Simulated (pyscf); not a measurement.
PySCF, gas phase, ωB97X-D3(BJ)/def2-SVP geometries. Correlated levels are frozen-core, on RHF or UHF. ΔMP2 is the change of the MP2 total energy from the triple- to the quadruple-zeta basis.

Problem. How much does it cost (ΔH, 298 K, CCSD(T)/def2-TZVPP + ΔMP2(QZVPP)) to split HS–CH₂–ZnH at its C–Zn bond into •H₂C–SH + ZnH•?

Solution. C–Zn to •H₂C–SH + ZnH•: 2.93 eV. HS–CH₂–ZnH lies 1.65 eV over its isomer H₃C–Zn–SH (electronic energy, ωB97M-D3(BJ)/def2-TZVP). •H₂C–SH lies 0.44 eV over its isomer H₃C–S• (electronic energy, ωB97M-D3(BJ)/def2-TZVP). The CCSD(T) − MP2 part came from Ansatz, without density fitting, on the same reference. The frozen core leaves the outer d or s,p core shells of the metals and heavy elements correlated in the MP2 and CC values, and def2-TZVPP describes them poorly, which can shift differences by a few kcal/mol. Elements up to Kr have no core potential and no relativistic terms here.
